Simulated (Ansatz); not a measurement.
Input file:

```yaml
crystal:
  periodic: [false, false, false]
  atoms:
    - {symbol: Al, position_ang: [0.000000, 0.000000, 1.597367]}
    - {symbol: Ga, position_ang: [0.000000, 0.000000, -4.776633]}
    - {symbol: H, position_ang: [0.000000, 0.000000, 3.179267]}
basis:
  gaussian: {orbitals: 6-31G}
magnetization: {spin_polarized: false, initial_magnetization: 3}
correlation: {method: ccsdt_q, electrons: outside_noble_gas}
```

```sh
$ ansatz run in.yaml --threads 1 --pin off --events-out ev --progress --plain --max-ram 2393MiB
```

Output:

```
700 factors; integrals over basis functions are off by at most 1.0e-7 eV
mean field evaluation 1: about -58916.9048 eV, gradient 6.1e0 eV
mean field evaluation 2: about -58916.9222 eV, gradient 6.1e0 eV
mean field evaluation 4: about -58915.9797 eV, gradient 8.6e0 eV
mean field evaluation 8: about -58919.7569 eV, gradient 3.5e0 eV
mean field evaluation 16: about -58920.2568 eV, gradient 2.9e-6 eV
mean field evaluation 32: about -58920.2623 eV, gradient 7.1e-3 eV
mean field evaluation 64: about -58919.6583 eV, gradient 3.3e0 eV
mean field evaluation 96: about -58920.2506 eV, gradient 3.1e-1 eV
mean field evaluation 128: about -58919.1220 eV, gradient 5.7e0 eV
mean field evaluation 160: about -58920.2553 eV, gradient 9.1e-1 eV
...
cycle  13  -1.58432420 eV  change    5.0e-6 eV  update   4.1e-6
cycle  14  -1.58432441 eV  change   -2.1e-7 eV  update   2.3e-6
cycle  15  -1.58432477 eV  change   -3.6e-7 eV  update   2.1e-6
cycle  16  -1.58432494 eV  change   -1.8e-7 eV  update   1.6e-6
cycle  17  -1.58432502 eV  change   -7.2e-8 eV  update   1.6e-6
cycle  18  -1.58432496 eV  change    5.5e-8 eV  update   2.7e-6
cycle  19  -1.58432489 eV  change    7.1e-8 eV  update   2.7e-6
cycle  20  -1.58432485 eV  change    4.1e-8 eV  update   3.4e-6
cycle  21  -1.58432484 eV  change    6.3e-9 eV  update   2.2e-6
cycle  22  -1.58432486 eV  change   -1.4e-8 eV  update   8.5e-7
perturbative correction -0.00006338 eV, -0.0000023290 hartree
Total energy: -58921.84673200 eV, -2165.3379287389 hartree
```

For the same geometry and basis full CI lies 0.0 meV higher.

Ran on 1 thread of Arm Neoverse V2, shared host: 13 s wall, 0.19 GiB peak host memory.
